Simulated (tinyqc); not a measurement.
Worked calculation: Pariser-Parr-Pople SCF with singles CI, for the molecule Oc1c[cH+]1 (SMILES; centres numbered as the heavy atoms are written). One step of it, computed by the program tinyqc.

Question. Singles CI, triplets. Over the 4 single excitations with the smallest orbital gaps: A = (e_a - e_i) delta - (ij|ab), with (pq|rs) = sum c_mp c_mq gamma_mn c_nr c_ns.

orbital energies (eV): -21.381637  -16.325469  -5.291661  -5.276154

coefficients:
```
,MO1,MO2,MO3,MO4
1O,0.422111,0.777365,0.000000,-0.466396
2C,0.660596,0.088572,0.000000,0.745498
3C,0.438996,-0.440374,0.707107,-0.336680
4C,0.438996,-0.440374,-0.707107,-0.336680
```

repulsion gamma_rs (eV):
```
,1O,2C,3C,4C
1O,23.520000,8.805667,5.082584,5.082584
2C,8.805667,10.560000,7.369085,7.369085
3C,5.082584,7.369085,10.560000,7.368066
4C,5.082584,7.369085,7.368066,10.560000
```

Give: triplet CI matrix; triplet excitation energies.

Answer.

triplet CI matrix (eV):
```
,2>3,2>4,1>3,1>4
2>3,4.4278,0.0000,1.3670,0.0000
2>4,0.0000,1.4243,0.0000,-1.4193
1>3,1.3670,0.0000,8.5135,0.0000
1>4,0.0000,-1.4193,0.0000,7.2026
```

triplet excitation energies (eV): 1.0945  4.0127  7.5324  8.9287
